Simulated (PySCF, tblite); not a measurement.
Breaking a bond: OH, doublet.

Methods: GFN2-xTB, 300 K electronic temperature (tblite); ROKS-LDA (SVWN5) = PySCF with restricted open-shell LDA (SVWN5)/cc-pVDZ; ROKS-CAM-B3LYP = restricted open-shell CAM-B3LYP/cc-pVDZ run with PySCF.

Energies are in mEh, each relative to the lowest point of its own curve near equilibrium.

| R / Å | GFN2-xTB | ROKS-LDA (SVWN5) | ROKS-CAM-B3LYP |
|---|---|---|---|
| 0.79 | 40.7 | 55.2 | 50.9 |
| 0.83 | 21.2 | 31.9 | 28.6 |
| 0.88 | … | 13.4 | 11.2 |
| 0.92 | 1.7 | 5.0 | 3.7 |
| 0.94 | 0.4 | … | 1.5 |
| 0.97 | 0.0 | … | 0.0 |
| 1.01 | 1.5 | 0.0 | 0.5 |
| 1.03 | 3.0 | 0.8 | 1.7 |
| 1.08 | 8.4 | 4.8 | … |
| 1.12 | 13.8 | … | 12.2 |
| 1.22 | 30.4 | 25.6 | 30.1 |
| 1.32 | 49.2 | 44.5 | 50.7 |
| 1.45 | 74.5 | 70.1 | 78.6 |
| 1.61 | 104.6 | 100.0 | 111.4 |
| 1.74 | 127.1 | 122.1 | 135.9 |
| 1.95 | 158.2 | 152.8 | 170.7 |
| 2.14 | 180.7 | 175.6 | 197.2 |
| 2.41 | 204.5 | 200.7 | 227.8 |
| 2.66 | 219.5 | 217.7 | 249.9 |
| 2.90 | … | — | 266.8 |
| 3.40 | — | — | 291.4 |
| 3.89 | — | — | 306.1 |

Q: Complete the blanks.

A: 
- 0.88, GFN2-xTB: 7.1
- 0.94, ROKS-LDA (SVWN5): 2.4
- 0.97, ROKS-LDA (SVWN5): 0.3
- 1.08, ROKS-CAM-B3LYP: 6.7
- 1.12, ROKS-LDA (SVWN5): 9.6
- 2.90, GFN2-xTB: 229.2

Dashes: no converged value, or the column stops at the first point that the program doubted or that broke a chosen test of continuity, which isn't proof of a fault.

At the longest distance ROKS-CAM-B3LYP leaves fractional charges on the fragments, a sign of delocalisation error or of the restricted form.
